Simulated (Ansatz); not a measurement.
The input, for Ansatz 0.2.0:

```yaml
crystal:
  periodic: [false, false, false]
  atoms:
    - {symbol: C, position_ang: [-0.141486, 0.000000, 0.000000]}
    - {symbol: H, position_ang: [-0.504691, 1.027301, 0.000000]}
    - {symbol: H, position_ang: [-0.504691, -0.513650, 0.889668]}
    - {symbol: H, position_ang: [-0.504691, -0.513650, -0.889669]}
    - {symbol: H, position_ang: [1.227514, 0.000000, 0.000000]}
    - {symbol: H, position_ang: [1.972514, 0.000000, 0.000000]}
basis:
  gaussian: {orbitals: 6-31G}
magnetization: {spin_polarized: false, initial_magnetization: 1}
correlation: {method: fic_mrcisd_q, electrons: outside_noble_gas, active_space: {window: {electrons: 3, orbitals: 3}}}
```

```sh
$ ansatz run in.yaml --threads 1 --pin off --events-out ev --progress --plain --max-ram 2393MiB
```

Output:

```
287 factors; integrals over basis functions are off by at most 8.9e-4 eV
mean field evaluation 1: about -1104.7161 eV, gradient 1.3e1 eV
mean field evaluation 2: about -1104.7120 eV, gradient 1.3e1 eV
mean field evaluation 4: about -1105.3218 eV, gradient 1.5e0 eV
mean field evaluation 8: about -1105.3370 eV, gradient 6.4e-3 eV
mean field -1105.33701700 eV, -40.6203861504 hartree, gradient 7.9e-6 eV, S^2 0.750000; 0 other end points of the search recorded, 0 dependent functions left out
reference -1105.33701700 eV, -40.6203861504 hartree; 6, 5 occupied and 13, 14 virtual orbitals, 287 factors
state -1105.94407950 eV, -40.6426952857 hartree
contracted CI cycle   1: correlation 0.00000000 eV, 0.0000000000 hartree, residual 1.36e1 eV
contracted CI cycle   2: correlation -2.74303873 eV, -0.1008048141 hartree, residual 2.56e0 eV
contracted CI cycle   3: correlation -2.85671591 eV, -0.1049823733 hartree, residual 6.17e-1 eV
contracted CI cycle   4: correlation -2.86373051 eV, -0.1052401550 hartree, residual 1.43e-1 eV
contracted CI cycle   5: correlation -2.86406985 eV, -0.1052526255 hartree, residual 4.90e-2 eV
contracted CI cycle   6: correlation -2.86410376 eV, -0.1052538717 hartree, residual 1.38e-2 eV
contracted CI cycle   7: correlation -2.86410710 eV, -0.1052539947 hartree, residual 3.23e-3 eV
contracted CI cycle   8: correlation -2.86410729 eV, -0.1052540014 hartree, residual 9.07e-4 eV
state -1105.94407950 eV, -40.6426952857 hartree; corrected -1108.95176868 eV, -40.7532258246 hartree
state -1105.78386130 eV, -40.6368073755 hartree
contracted CI cycle   1: correlation 0.00000000 eV, 0.0000000000 hartree, residual 1.37e1 eV
contracted CI cycle   2: correlation -2.85345882 eV, -0.1048626774 hartree, residual 2.85e0 eV
contracted CI cycle   3: correlation -2.99444039 eV, -0.1100436547 hartree, residual 7.31e-1 eV
contracted CI cycle   4: correlation -3.00517574 eV, -0.1104381714 hartree, residual 2.02e-1 eV
contracted CI cycle   5: correlation -3.00608728 eV, -0.1104716699 hartree, residual 7.12e-2 eV
contracted CI cycle   6: correlation -3.00619341 eV, -0.1104755702 hartree, residual 3.13e-2 eV
contracted CI cycle   7: correlation -3.00620999 eV, -0.1104761796 hartree, residual 1.01e-2 eV
contracted CI cycle   8: correlation -3.00621191 eV, -0.1104762502 hartree, residual 2.93e-3 eV
contracted CI cycle   9: correlation -3.00621207 eV, -0.1104762559 hartree, residual 9.48e-4 eV
state -1105.78386130 eV, -40.6368073755 hartree; corrected -1108.96317295 eV, -40.7536449238 hartree
state -1105.78386130 eV, -40.6368073755 hartree; corrected -1108.96317295 eV, -40.7536449238 hartree
WARN: the results are in doubt because another end's mean lies 0.160 eV lower, and its corrected mean 0.011 eV higher
Total energy: -1108.96317295 eV, -40.7536449238 hartree
In doubt: another end's mean lies 0.160 eV lower, and its corrected mean 0.011 eV higher
```

Natural occupations: 1.9816 1.0001 0.0183.

For the same geometry and basis full CI lies 10.1 meV lower.

Ran on 1 thread of Arm Neoverse V1, shared host: 0.36 s wall, 0.17 GiB peak host memory.
